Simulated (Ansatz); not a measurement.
# CH₄S (triplet): wave-function methods side by side at distance C1–H5 along a hydrogen transfer = 1.193 Å, cc-pVDZ

One table from this session's results is given with a row withheld; the runs are named, their logs left out.

Computed with Ansatz 0.2.0, Gaussian basis. Level: cc-pVDZ, core rule «outside noble gas», up to 6 orbitals frozen.

Plan: UHF; CCSD(T) on ROHF; CCSD(T) on UHF; BCCD(T) on ROHF; CISD; CCSDT(Q) on ROHF; CCSDT(Q) on UHF; CASSCF and MRCISD+Q, 4 electrons in 4 orbitals; CASSCF and NEVPT2, 4 electrons in 4 orbitals.

7 further runs of the same task are left out: 7 that didn't finish.

**What is computed**

The geometry derives from fragments relaxed apart (PBE0/def2-TZVP) and kept rigid, so it is no stationary point. A hydrogen atom is moved between rigid fragments.

6 atoms, charge 0, spin multiplicity 3.

Atoms are counted from 1 here; the program's logs count them from 0.

Bond lengths: C1–H2 1.090 Å, C1–H3 1.090 Å, C1–H4 1.090 Å, C1–H5 1.193 Å, H5–S6 1.637 Å. Angles: H2–C1–H3 109.5°, H2–C1–H4 109.5°, H2–C1–H5 109.5°, H3–C1–H4 109.5°, H3–C1–H5 109.5°, H4–C1–H5 109.5°, C1–H5–S6 180.0°.

Geometry (Å):

| atom | x (Å) | y (Å) | z (Å) |
| --- | --- | --- | --- |
| C1 | -1.8884 | 0.0000 | 0.0000 |
| H2 | -2.2516 | 1.0273 | 0.0000 |
| H3 | -2.2516 | -0.5137 | 0.8897 |
| H4 | -2.2516 | -0.5137 | -0.8897 |
| H5 | -0.6954 | 0.0000 | 0.0000 |
| S6 | 0.9416 | 0.0000 | 0.0000 |

Set-up of the first run:

Contents of in.yaml:

```yaml
crystal:
  periodic: [false, false, false]
  atoms:
    - {symbol: C, position_ang: [-1.888442, 0.000000, 0.000000]}
    - {symbol: H, position_ang: [-2.251648, 1.027301, 0.000000]}
    - {symbol: H, position_ang: [-2.251648, -0.513650, 0.889668]}
    - {symbol: H, position_ang: [-2.251648, -0.513650, -0.889669]}
    - {symbol: H, position_ang: [-0.695442, 0.000000, 0.000000]}
    - {symbol: S, position_ang: [0.941558, 0.000000, 0.000000]}
basis:
  gaussian: {orbitals: cc-pVDZ}
magnetization: {spin_polarized: true, initial_magnetization: 2}
hamiltonian: {xc: hf}
output: {orbitals: {seedname: orbitals}}
```

Started as:

```
$ ansatz run in.yaml --threads 1 --pin off --events-out ev --progress --plain --max-ram 2393MiB
```

Steps of the session up to this table: UHF; CCSD(T) on ROHF; CCSD(T) on UHF; BCCD(T) on ROHF; CISD; CCSDT(Q) on ROHF; CCSDT(Q) on UHF; CASSCF and MRCISD+Q, 4 electrons in 4 orbitals; CASSCF and NEVPT2, 4 electrons in 4 orbitals.

One of the session's tables, all rows but one given; the rest of the session is left out.

It belongs to the step «Misses and costs». 

| method | from UCCSDT(Q) (meV) |
| --- | --- |
| ROHF | +8558.8 |
| UHF | +8353.6 |
| RMP2 | +1281.0 |
| UMP2 | +1323.8 |
| CISD | +936.9 |
| RCCSD | ? |
| UCCSD | +208.5 |
| RCCSD(T) | +31.5 |
| UCCSD(T) | +31.8 |
| BCCD(T) | +31.6 |
| RCCSDT | +10.6 |
| UCCSDT | +10.0 |
| RCCSDT(Q) | +0.4 |
| UCCSDT(Q) | 0 |
| CASSCF pair | +8025.3 |
| NEVPT2 pair | +1298.0 |
| MRCISD pair | +843.2 |
| MRCISD+Q pair | +77.8 |

Q: Estimate the row for RCCSD from the others.

**Answer.** from UCCSDT(Q) (meV): +213.5. In the column «from UCCSDT(Q) (meV)» it lies between UCCSD (+208.5) and MRCISD pair (+843.2).

To keep in mind: Restricted and unrestricted rows rest on different reference determinants; where their highest levels disagree by more than a few hundredths of an eV, they describe different states and don't form one ladder.
